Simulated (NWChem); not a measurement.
System: C2H3, doublet; SMILES [CH]=C

The following NWChem deck was run.

```
start job
memory heap 200 mb stack 900 mb global 1100 mb
geometry units angstroms noautosym nocenter noautoz
  C     -0.109974    -0.713094     0.000000
  C     -0.009866     0.594197     0.000000
  H      0.552251    -1.579189     0.000000
  H      0.967903     1.102266     0.000000
  H     -0.893701     1.244697     0.000000
end
basis spherical
  * library 6-31g*
end
dft
  odft
  mult 2
  xc m05-2x
  iterations 150
end
cosmo
  dielec 3.9
end
task dft energy
```

In the optimisation the excess spin sits in a' (Cs, its own frame). Coordinates come from a PBE0/def2-SVP, spin-unrestricted optimisation. No stability test was run on the SCF state.

Level: M05-2X/6-31G* with COSMO at NWChem's default radii, gas-phase geometry; the question gives the dielectric constant. Reactions with the solvent are ignored.

Question: What results follow from this input? (M05-2X/6-31G* (spherical d), spin-unrestricted, COSMO on the gas-phase geometry.) Quantities: electrostatic solvation energy (kcal/mol); dipole in solution (D).

Answer: 
```
Quantity                                   Result
-----------------------------------------  ------
electrostatic solvation energy (kcal/mol)    -1.5
dipole in solution (D)                       0.80
```
